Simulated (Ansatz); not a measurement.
Born–Oppenheimer molecular dynamics of BClH5N (8 atoms, charge 0, multiplicity 1). It starts at the highest image of a converged band, a first-order saddle point between two minima.

Theory: Ansatz, RKS PBE-D4/def2-SVP.

- ensemble: NVE (velocity Verlet)
- time step: 0.5 fs
- steps asked: 200
- starting velocities drawn for: 300 K
- seed: 11543

Frames 2.5 fs apart, positions in Å.

Velocities at 10 fs (Å/ps):

```
B -0.86 2.93 -1.84
Cl 0.34 -1.62 -0.98
H 2.57 -6.83 4.82
H -0.31 -6.13 -7.28
N -1.61 1.02 3.01
H 23.32 24.24 7.80
H -9.89 3.52 2.99
H 4.00 -3.56 3.98
```

```xyz
8
Properties=species:S:1:pos:R:3 time_fs=10 energy_less_start_eV=0.130 T=132
B 0.044 -0.431 -0.058
Cl -0.316 0.363 2.214
H 1.048 0.265 -0.186
H -0.979 -0.072 -0.618
N 0.138 -1.742 0.636
H -0.603 -2.420 0.553
H 1.060 -2.189 0.642
H -0.047 -0.977 1.803
8
Properties=species:S:1:pos:R:3 time_fs=12.5 energy_less_start_eV=0.164 T=90
B 0.041 -0.422 -0.061
Cl -0.315 0.360 2.212
H 1.053 0.233 -0.180
H -0.978 -0.096 -0.634
N 0.137 -1.738 0.643
H -0.586 -2.395 0.563
H 1.043 -2.186 0.650
H -0.037 -0.992 1.809
8
Properties=species:S:1:pos:R:3 time_fs=15 energy_less_start_eV=0.121 T=146
B 0.039 -0.410 -0.062
Cl -0.315 0.359 2.212
H 1.065 0.185 -0.190
H -0.978 -0.132 -0.648
N 0.141 -1.731 0.648
H -0.644 -2.438 0.556
H 1.053 -2.199 0.658
H -0.026 -1.017 1.801
8
Properties=species:S:1:pos:R:3 time_fs=17.5 energy_less_start_eV=0.112 T=158
B 0.035 -0.399 -0.059
Cl -0.315 0.359 2.212
H 1.096 0.142 -0.218
H -0.983 -0.170 -0.664
N 0.142 -1.730 0.651
H -0.656 -2.441 0.545
H 1.063 -2.216 0.661
H -0.016 -1.056 1.772
8
Properties=species:S:1:pos:R:3 time_fs=20 energy_less_start_eV=0.022 T=272
B 0.032 -0.388 -0.052
Cl -0.316 0.360 2.212
H 1.132 0.107 -0.265
H -0.991 -0.201 -0.681
N 0.141 -1.737 0.655
H -0.602 -2.388 0.536
H 1.046 -2.219 0.656
H -0.006 -1.115 1.715
8
Properties=species:S:1:pos:R:3 time_fs=22.5 energy_less_start_eV=-0.051 T=367
B 0.030 -0.375 -0.042
Cl -0.317 0.362 2.212
H 1.144 0.075 -0.320
H -0.994 -0.224 -0.690
N 0.144 -1.743 0.660
H -0.601 -2.382 0.513
H 1.033 -2.221 0.643
H 0.005 -1.205 1.633
8
Properties=species:S:1:pos:R:3 time_fs=25 energy_less_start_eV=-0.046 T=362
B 0.031 -0.358 -0.028
Cl -0.318 0.366 2.211
H 1.125 0.046 -0.376
H -0.984 -0.236 -0.688
N 0.148 -1.749 0.664
H -0.659 -2.429 0.478
H 1.054 -2.237 0.620
H 0.016 -1.322 1.574
8
Properties=species:S:1:pos:R:3 time_fs=27.5 energy_less_start_eV=-0.199 T=556
B 0.032 -0.339 -0.010
Cl -0.319 0.371 2.208
H 1.094 0.029 -0.429
H -0.970 -0.237 -0.674
N 0.150 -1.766 0.660
H -0.655 -2.433 0.451
H 1.073 -2.253 0.589
H 0.016 -1.432 1.636
8
Properties=species:S:1:pos:R:3 time_fs=30 energy_less_start_eV=-0.201 T=560
B 0.032 -0.319 0.016
Cl -0.320 0.376 2.202
H 1.075 0.033 -0.476
H -0.967 -0.224 -0.652
N 0.150 -1.790 0.652
H -0.595 -2.402 0.427
H 1.059 -2.258 0.549
H 0.016 -1.537 1.749
8
Properties=species:S:1:pos:R:3 time_fs=32.5 energy_less_start_eV=-0.285 T=669
B 0.030 -0.300 0.050
Cl -0.321 0.382 2.195
H 1.069 0.055 -0.504
H -0.982 -0.197 -0.620
N 0.154 -1.811 0.653
H -0.592 -2.429 0.368
H 1.047 -2.268 0.499
H 0.029 -1.646 1.764
8
Properties=species:S:1:pos:R:3 time_fs=35 energy_less_start_eV=-0.426 T=848
B 0.027 -0.283 0.092
Cl -0.321 0.387 2.184
H 1.057 0.084 -0.498
H -1.003 -0.162 -0.569
N 0.158 -1.829 0.660
H -0.621 -2.485 0.289
H 1.062 -2.292 0.438
H 0.056 -1.751 1.666
8
Properties=species:S:1:pos:R:3 time_fs=37.5 energy_less_start_eV=-0.519 T=970
B 0.022 -0.266 0.142
Cl -0.320 0.392 2.170
H 1.032 0.111 -0.450
H -1.018 -0.126 -0.496
N 0.159 -1.852 0.658
H -0.586 -2.483 0.242
H 1.066 -2.305 0.382
H 0.076 -1.845 1.632
```

Of the whole run (100 fs, mean temperature of the second half 687 K): The conserved energy stayed within 0.41 meV per atom of its start (net change 0.0053 meV per atom), so the integration is sound. The kinetic energy rose, since the run started high on the potential surface and went downhill. A run of 0.1 ps of so small a system gives no equilibrium averages. The orbitals stay closed-shell, which can raise the energy where a bond breaks towards radicals; this wasn't checked here.

Run time: 2.9 min on 1 thread of Intel(R) Xeon(R) 6975P-C (Granite Rapids), on a shared host, peak memory 0.13 GiB.
